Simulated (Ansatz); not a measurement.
BH2, doublet along the distance B1-H2

Starting geometry (PBE0/def2-TZVP stationary point for this spin, not checked as a minimum):

```xyz
3

B     0.0000   -0.0800    0.0000
H     0.0000    0.4291   -1.0770
H     0.0000    0.4291    1.0770
```

From there H2 moves along the line of the two atoms named below, all else staying in place; atoms are numbered as listed. Energies are in kJ/mol, counted from the starting geometry at the same level. Kohn–Sham curves are unrestricted where that lies lower.

Basis aug-cc-pVDZ; Ansatz 0.2.0. Only valence electrons are correlated (noble-gas cores frozen).

Unrestricted Kohn–Sham rows aren't spin-pure: their determinants' ⟨S²⟩ exceeds S(S+1) by up to 0.27, so they mix in states of higher spin.

Full CI is exact within this basis and frozen core; it isn't the basis-set limit.

```tsv
distance B1-H2 (Å)	PBE0
0.962	101.9
1.075	22.9
1.191	0.0
1.340	17.9
1.487	61.1
1.619	108.7
1.933	223.6
2.152	288.3
2.646	356.3
3.291	374.0
4.139	376.9
```

Problem. Estimate the full CI curve in aug-cc-pVDZ from this one, knowing how PBE0 errs.

Solution. The computed full CI values, in kJ/mol from the starting point, and the error of PBE0 against them:
```tsv
distance B1-H2 (Å)	full CI	PBE0 less full CI
0.962	104.8	-2.9
1.075	24.1	-1.2
1.191	0.0	0.0
1.340	16.5	1.3
1.487	58.2	2.9
1.619	103.8	4.9
1.933	209.8	13.8
2.152	267.3	21.0
2.646	328.4	27.9
3.291	335.5	38.5
4.139	335.8	41.1
```

PBE0 at 4.139 Å lies 41.1 kJ/mol (12 %) above the reference in this basis.

In so small a basis the reference is far from its limit while semilocal and hybrid functionals are nearer theirs, so the functionals' errors here hold much of the reference's basis and frozen-core error, which can add to them or hide them.
